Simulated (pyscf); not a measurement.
`[O]=[Sn]([OH])[OH]` + `[H]` [doublet] → `[O][Sn](=[O])[OH]` [doublet] + `[H][H]` (hydrogen abstraction; doublet surface; H–O broken, H–H formed). PySCF, gas phase, ωB97X-D3(BJ)/def2-SVP geometries. Energies in kcal/mol from the separated reactants.

```csv
level,barrier,reaction energy
PBE/def2-TZVP,13.3,+15.4
r²SCAN/def2-TZVP,[?],+13.1
B3LYP-D3(BJ)/def2-TZVP,13.4,+11.8
PBE0-D3(BJ)/def2-TZVP,[?],[?]
ωB97M-D3(BJ)/def2-TZVP,20.3,+16.0
HF/def2-TZVP,26.6,+6.1
```

Problem. Complete the blanks.

Solution. 
- r²SCAN/def2-TZVP, barrier: 13.7
- PBE0-D3(BJ)/def2-TZVP, barrier: 18.3
- PBE0-D3(BJ)/def2-TZVP, reaction energy: +16.9

At PBE this geometry lies under the product side: in single points on another level's saddle the reverse barrier vanishes, and the forward threshold there is about the reaction energy. The same reactants have a lower exit, to [O=Sn–OH]• + H₂O (barrier +8.1 kcal/mol at ωB97M-D3(BJ)/def2-TZVP, against +20.3 kcal/mol here). This is the saddle that the search found; another between the same sides may lie lower. The angle at the transferred H is 161°. Elements past Kr carry the def2 core potentials, without spin-orbit coupling.
